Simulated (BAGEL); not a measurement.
# A workflow on B2NH5 (SMILES BNB)

We compute the energy (HF/6-31G*), then the energy (NEVPT2(2,2)/6-31G*), then a single-point energy (CASPT2(2,2)/6-31G*) of B2NH5. 

The results are computed with BAGEL 1.2.2.

## Step 1: The molecule

B2NH5 has 8 atoms, charge 0, and is taken as a singlet. SMILES: `BNB`. The N2–H6 distance was set to 1.921 Å, away from the relaxed value. At this shape a bond of the SMILES string is far longer than usual.

Bond lengths: B1–N2 1.417 Å, N2–B3 1.417 Å, B1–H4 1.194 Å, B1–H5 1.197 Å, B3–H7 1.197 Å, B3–H8 1.194 Å. Angles: B1–N2–B3 125.8°, N2–B1–H4 118.5°, N2–B1–H5 119.5°, N2–B3–H7 119.4°, N2–B3–H8 118.5°, H4–B1–H5 122.0°, H7–B3–H8 122.0°.

## Step 2: The energy at HF/6-31G(d) (density fitting with svp-jkfit, spherical functions) (run 1)

Contents of calc.json:

```json
{ "bagel" : [

{
  "title" : "molecule",
  "basis" : "6-31gs.json",
  "df_basis" : "svp-jkfit",
  "geometry" : [
    { "atom" : "B", "xyz" : [ -2.43415433, -0.10907121, -1.93211079 ] },
    { "atom" : "N", "xyz" : [ -0.37775436, -0.63290329, -0.29919845 ] },
    { "atom" : "B", "xyz" : [  0.44465445, -3.06800438,  0.45083385 ] },
    { "atom" : "H", "xyz" : [ -3.60805220, -1.84062726, -2.77644042 ] },
    { "atom" : "H", "xyz" : [ -2.94362449,  2.03822458, -2.42495137 ] },
    { "atom" : "H", "xyz" : [  1.45697884,  2.21003470,  1.01383807 ] },
    { "atom" : "H", "xyz" : [  2.21419399, -3.26321309,  1.84526276 ] },
    { "atom" : "H", "xyz" : [ -0.66178020, -4.86929132, -0.33680400 ] }
  ]
},
{ "title" : "hf" },
{ "title" : "print", "file" : "orbitals.molden", "orbitals" : true }

]}
```

The basis set 6-31G* is read from a file made from the Basis Set Exchange's data (not shown).

Command:

```
$ BAGEL_NUM_THREADS=1 BAGEL calc.json > calc.out
```

What it wrote:

```text
* using 1 threads per process

  ===============================================================
  ===============================================================

  *** Geometry ***

  { "atom" : "B", "xyz" : [     -2.434154,     -0.109071,     -1.932111 ] },
  { "atom" : "N", "xyz" : [     -0.377754,     -0.632903,     -0.299198 ] },
  { "atom" : "B", "xyz" : [      0.444654,     -3.068004,      0.450834 ] },
  { "atom" : "H", "xyz" : [     -3.608052,     -1.840627,     -2.776440 ] },
  { "atom" : "H", "xyz" : [     -2.943624,      2.038225,     -2.424951 ] },
  { "atom" : "H", "xyz" : [      1.456979,      2.210035,      1.013838 ] },
  { "atom" : "H", "xyz" : [      2.214194,     -3.263213,      1.845263 ] },
  { "atom" : "H", "xyz" : [     -0.661780,     -4.869291,     -0.336804 ] },

  Number of auxiliary basis functions:      317

  Since a DF basis is specified, we compute 2- and 3-index integrals:
    o Being stored without compression. Storage requirement is 0.007 GB

  Number of basis functions:       52
  Number of electrons      :       22

    * METHOD: MOLECULE                             0.09

  *** RHF ***

  === Nuclear Repulsion ===
    55.6702831157

      * DIIS with orbital gradients will be used.

  === RHF iteration (6-31gs.json) ===
      0       -106.35405760          0.03237776           0.01
      1       -106.42748425          0.03188657           0.01
      2       -106.59208080          0.00299115           0.01
      3       -106.59535052          0.00063362           0.01
      4       -106.59556016          0.00024012           0.01
      5       -106.59559567          0.00008032           0.01
      6       -106.59559872          0.00001409           0.01
      7       -106.59559881          0.00000497           0.01
      8       -106.59559882          0.00000111           0.01
      9       -106.59559882          0.00000035           0.01
     10       -106.59559882          0.00000009           0.01
     11       -106.59559882          0.00000002           0.01
     12       -106.59559882          0.00000001           0.01
     13       -106.59559882          0.00000000           0.01
    * SCF iteration converged.

    * Permanent dipole moment:
           (   -0.167489,    -0.259885,    -0.119945) a.u.

    * METHOD: HF                                   0.24

    * METHOD: PRINT                                0.01

  ===============================================================
```

Wall time 0.46 s (1 thread of Arm Neoverse V1, shared host); peak memory 0.15 GiB.

## Step 3: The energy at NEVPT2(2,2)/6-31G(d) (density fitting with svp-jkfit, spherical functions) (run 2)

Contents of nevpt2.json:

```json
{ "bagel" : [

{
  "title" : "molecule",
  "basis" : "6-31gs.json",
  "df_basis" : "svp-jkfit",
  "angstrom" : "false",
  "geometry" : [
    { "atom" : "B", "xyz" : [    -2.43415433,    -0.10907121,    -1.93211079 ] },
    { "atom" : "N", "xyz" : [    -0.37775436,    -0.63290329,    -0.29919845 ] },
    { "atom" : "B", "xyz" : [     0.44465445,    -3.06800438,     0.45083385 ] },
    { "atom" : "H", "xyz" : [    -3.60805220,    -1.84062726,    -2.77644042 ] },
    { "atom" : "H", "xyz" : [    -2.94362449,     2.03822458,    -2.42495137 ] },
    { "atom" : "H", "xyz" : [     1.45697884,     2.21003470,     1.01383807 ] },
    { "atom" : "H", "xyz" : [     2.21419399,    -3.26321309,     1.84526276 ] },
    { "atom" : "H", "xyz" : [    -0.66178020,    -4.86929132,    -0.33680400 ] }
  ]
},

{
  "title" : "hf"
},

{
  "title" : "nevpt2",
  "nstate" : 1,
  "nact" : 2,
  "nclosed" : 10,
  "active" : [11, 12],
  "maxiter" : 200,
  "natocc" : "true",
  "ncore" : 3
},

{
  "title" : "print",
  "file" : "orbitals.molden",
  "orbitals" : "true"
}

]}
```

The basis set 6-31G* is read from a file made from the Basis Set Exchange's data (not shown).

Command:

```
$ BAGEL_NUM_THREADS=1 BAGEL nevpt2.json > nevpt2.out
```

What it wrote:

```text
* using 1 threads per process

  ===============================================================
  ===============================================================

  *** Geometry ***

  { "atom" : "B", "xyz" : [     -2.434154,     -0.109071,     -1.932111 ] },
  { "atom" : "N", "xyz" : [     -0.377754,     -0.632903,     -0.299198 ] },
  { "atom" : "B", "xyz" : [      0.444654,     -3.068004,      0.450834 ] },
  { "atom" : "H", "xyz" : [     -3.608052,     -1.840627,     -2.776440 ] },
  { "atom" : "H", "xyz" : [     -2.943624,      2.038225,     -2.424951 ] },
  { "atom" : "H", "xyz" : [      1.456979,      2.210035,      1.013838 ] },
  { "atom" : "H", "xyz" : [      2.214194,     -3.263213,      1.845263 ] },
  { "atom" : "H", "xyz" : [     -0.661780,     -4.869291,     -0.336804 ] },

  Number of auxiliary basis functions:      317

  Since a DF basis is specified, we compute 2- and 3-index integrals:
    o Being stored without compression. Storage requirement is 0.007 GB

  Number of basis functions:       52
  Number of electrons      :       22

    * METHOD: MOLECULE                             0.08

  *** RHF ***

  === Nuclear Repulsion ===
    55.6702831157

      * DIIS with orbital gradients will be used.

  === RHF iteration (6-31gs.json) ===
      0       -106.35405760          0.03237776           0.01
      1       -106.42748425          0.03188657           0.01
      2       -106.59208080          0.00299115           0.01
      3       -106.59535052          0.00063362           0.01
      4       -106.59556016          0.00024012           0.01
      5       -106.59559567          0.00008032           0.01
      6       -106.59559872          0.00001409           0.01
      7       -106.59559881          0.00000497           0.01
      8       -106.59559882          0.00000111           0.01
      9       -106.59559882          0.00000035           0.01
     10       -106.59559882          0.00000009           0.01
     11       -106.59559882          0.00000002           0.01
     12       -106.59559882          0.00000001           0.01
     13       -106.59559882          0.00000000           0.01
    * SCF iteration converged.

    * Permanent dipole moment:
           (   -0.167489,    -0.259885,    -0.119945) a.u.

    * METHOD: HF                                   0.25

    * freezing 3 orbitals
  ---------------------------
      CASSCF calculation
  ---------------------------

    ==== Active orbitals : =====
         Orbital 11
         Orbital 12
    ============================

    * nstate   :      1
    * nclosed  :     10
    * nact     :      2
    * nvirt    :     40
  === CASSCF iteration (6-31gs.json) ===

    * Using the second-order algorithm

      0  0      -106.62716880     6.16e-03      0.01

      1  0      -106.66140245     3.36e-03      0.07

      2  0      -106.66539813     8.60e-04      0.07

      3  0      -106.66551566     1.51e-04      0.07

      4  0      -106.66551826     2.53e-05      0.07

      5  0      -106.66551832     4.79e-06      0.08

      6  0      -106.66551833     1.02e-06      0.07

      7  0      -106.66551833     2.35e-07      0.07

      8  0      -106.66551833     5.57e-08      0.07

      9  0      -106.66551833     1.34e-08      0.06

     10  0      -106.66551833     3.21e-09      0.06

    * Second-order optimization converged. *

     guess   0:   closed 1.                   open ..

  === FCI iteration ===

      0  0      -106.59060418     9.48e-02      0.00
      1  0      -106.66425594     1.19e-02      0.00
      2  0 *    -106.66551833     1.87e-16      0.00

     * ci vector, state   0, <S^2> = 0.0000
       2.     0.9296983670
       .2    -0.3683217975

  === DF-NEVPT2 calculation ===

    * 3-index integral transformation done
    * assembly done

      NEVPT2 correlation energy:   -0.2854195230      0.05

          (+0)     -0.2197950396
          (+0)'    -0.0174383436
          (+1)     -0.0124256269
          (+1)'    -0.0000000000
          (+2)     -0.0003727720
          (-1)     -0.0339992959
          (-1)'     0.0000000000
          (-2)     -0.0013884450

      NEVPT2 total energy:       -106.9509378490

    * METHOD: NEVPT2                               0.82

    * METHOD: PRINT                                0.01

  ===============================================================
```

Run time: 1.3 s. Hardware: 1 thread of Arm Neoverse V1, shared host; peak memory 0.15 GiB.

## Step 4: The energy at CASPT2(2,2)/6-31G(d) (density fitting with svp-jkfit, spherical functions) (run 3)

Contents of input.json:

```json
{ "bagel" : [

{
  "title" : "molecule",
  "basis" : "6-31gs.json",
  "df_basis" : "svp-jkfit",
  "angstrom" : false,
  "geometry" : [
    { "atom" : "B", "xyz" : [ -2.43415433, -0.10907121, -1.93211079 ] },
    { "atom" : "N", "xyz" : [ -0.37775436, -0.63290329, -0.29919845 ] },
    { "atom" : "B", "xyz" : [  0.44465445, -3.06800438,  0.45083385 ] },
    { "atom" : "H", "xyz" : [ -3.60805220, -1.84062726, -2.77644042 ] },
    { "atom" : "H", "xyz" : [ -2.94362449,  2.03822458, -2.42495137 ] },
    { "atom" : "H", "xyz" : [  1.45697884,  2.21003470,  1.01383807 ] },
    { "atom" : "H", "xyz" : [  2.21419399, -3.26321309,  1.84526276 ] },
    { "atom" : "H", "xyz" : [ -0.66178020, -4.86929132, -0.33680400 ] }
  ]
},
{
  "title" : "hf"
},
{
  "title" : "casscf",
  "nstate" : 1,
  "nact" : 2,
  "nclosed" : 10,
  "active" : [11, 12],
  "maxiter" : 200,
  "natocc" : true
},
{
  "title" : "print",
  "file" : "orbitals.molden",
  "orbitals" : true
},
{
  "title" : "smith",
  "method" : "caspt2",
  "ms" : true,
  "xms" : true,
  "sssr" : true,
  "shift" : 0.2,
  "shift_imag" : true,
  "ncore" : 3
}

]}
```

The basis set 6-31G* is read from a file made from the Basis Set Exchange's data (not shown).

Command:

```
$ BAGEL_NUM_THREADS=1 BAGEL input.json > input.out
```

What it wrote:

```text
* using 1 threads per process

  ===============================================================
  ===============================================================

  *** Geometry ***

  { "atom" : "B", "xyz" : [     -2.434154,     -0.109071,     -1.932111 ] },
  { "atom" : "N", "xyz" : [     -0.377754,     -0.632903,     -0.299198 ] },
  { "atom" : "B", "xyz" : [      0.444654,     -3.068004,      0.450834 ] },
  { "atom" : "H", "xyz" : [     -3.608052,     -1.840627,     -2.776440 ] },
  { "atom" : "H", "xyz" : [     -2.943624,      2.038225,     -2.424951 ] },
  { "atom" : "H", "xyz" : [      1.456979,      2.210035,      1.013838 ] },
  { "atom" : "H", "xyz" : [      2.214194,     -3.263213,      1.845263 ] },
  { "atom" : "H", "xyz" : [     -0.661780,     -4.869291,     -0.336804 ] },

  Number of auxiliary basis functions:      317

  Since a DF basis is specified, we compute 2- and 3-index integrals:
    o Being stored without compression. Storage requirement is 0.007 GB

  Number of basis functions:       52
  Number of electrons      :       22

    * METHOD: MOLECULE                             0.08

  *** RHF ***

  === Nuclear Repulsion ===
    55.6702831157

      * DIIS with orbital gradients will be used.

  === RHF iteration (6-31gs.json) ===
      0       -106.35405760          0.03237776           0.01
      1       -106.42748425          0.03188657           0.01
      2       -106.59208080          0.00299115           0.01
      3       -106.59535052          0.00063362           0.01
      4       -106.59556016          0.00024012           0.01
      5       -106.59559567          0.00008032           0.01
      6       -106.59559872          0.00001409           0.01
      7       -106.59559881          0.00000497           0.01
      8       -106.59559882          0.00000111           0.01
      9       -106.59559882          0.00000035           0.01
     10       -106.59559882          0.00000009           0.01
     11       -106.59559882          0.00000002           0.01
     12       -106.59559882          0.00000001           0.01
     13       -106.59559882          0.00000000           0.01
    * SCF iteration converged.

    * Permanent dipole moment:
           (   -0.167489,    -0.259885,    -0.119945) a.u.

    * METHOD: HF                                   0.25

  ---------------------------
      CASSCF calculation
  ---------------------------

    ==== Active orbitals : =====
         Orbital 11
         Orbital 12
    ============================

    * nstate   :      1
    * nclosed  :     10
    * nact     :      2
    * nvirt    :     40
  === CASSCF iteration (6-31gs.json) ===

    * Using the second-order algorithm

      0  0      -106.62716880     6.16e-03      0.01

      1  0      -106.66140245     3.36e-03      0.07

      2  0      -106.66539813     8.60e-04      0.07

      3  0      -106.66551566     1.51e-04      0.07

      4  0      -106.66551826     2.53e-05      0.07

      5  0      -106.66551832     4.79e-06      0.08

      6  0      -106.66551833     1.02e-06      0.07

      7  0      -106.66551833     2.35e-07      0.07

      8  0      -106.66551833     5.57e-08      0.07

      9  0      -106.66551833     1.34e-08      0.06

     10  0      -106.66551833     3.21e-09      0.06

    * Second-order optimization converged. *

     guess   0:   closed 1.                   open ..

  === FCI iteration ===

      0  0      -106.59060418     9.48e-02      0.00
      1  0      -106.66425594     1.19e-02      0.00
      2  0 *    -106.66551833     1.87e-16      0.00

     * ci vector, state   0, <S^2> = 0.0000
       2.     0.9296983670
       .2    -0.3683217975

    * METHOD: CASSCF                               0.74

    * METHOD: PRINT                                0.01

  === SMITH program ===

    * freezing 3 orbitals

    * Approximate memory requirement for SMITH calulation per MPI process:
      o Storage requirement for T-amplitude, lambda, and residual is 0.00 GB
      o Storage requirement for MO integrals is 0.00 GB
    * Calculating and saving rdm4f

    * Zeroth order energy : state  0       -0.6698707433

    * CASPT2 iteration is performed using orthogonal basis

      -------------------------------------------  CASPT2 iteration  ---------------------------------------------------
       #      aibj      arbs      arbi      airj      risj      airs      arst      rist         Etot      error   time
      ------------------------------------------------------------------------------------------------------------------

       0  -0.21887  -0.00171  -0.03582  -0.01335  -0.00055  -0.01699   0.00000   0.00000   -0.2872920  0.0014342   0.02
       1  -0.21895  -0.00172  -0.03591  -0.01343  -0.00057  -0.01717  -0.00000  -0.00000   -0.2877529  0.0001757   0.02
       2  -0.21895  -0.00172  -0.03591  -0.01343  -0.00057  -0.01717  -0.00000  -0.00000   -0.2877609  0.0000312   0.02
       3  -0.21895  -0.00172  -0.03591  -0.01343  -0.00057  -0.01717  -0.00000  -0.00000   -0.2877611  0.0000055   0.02
       4  -0.21895  -0.00172  -0.03591  -0.01343  -0.00057  -0.01717   0.00000  -0.00000   -0.2877611  0.0000009   0.02

      ------------------------------------------------------------------------------------------------------------------

    * CASPT2 energy : state  0     -106.9551230378
        w/o shift correction       -106.9532794275
        reference weight              0.9047287274

    * METHOD: SMITH                                0.15

  ===============================================================
```

Wall time 1.4 s (1 thread of Arm Neoverse V1, shared host); peak memory 0.15 GiB.

## Step 5: Outcome

| quantity | value |
| --- | --- |
| run 1, HF/6-31G*: total energy | -106.59560 Eh |
| run 1, HF/6-31G*: dipole moment | 0.84 D |
| run 1, HF/6-31G*: HOMO energy | -10.81 eV |
| run 1, HF/6-31G*: LUMO energy | 0.34 eV |
| run 1, HF/6-31G*: HOMO–LUMO gap | 11.14 eV |
| run 2, NEVPT2(2,2)/6-31G*: total energy | -106.95094 Eh |
| run 3, CASPT2(2,2)/6-31G*: total energy | -106.95512 Eh |
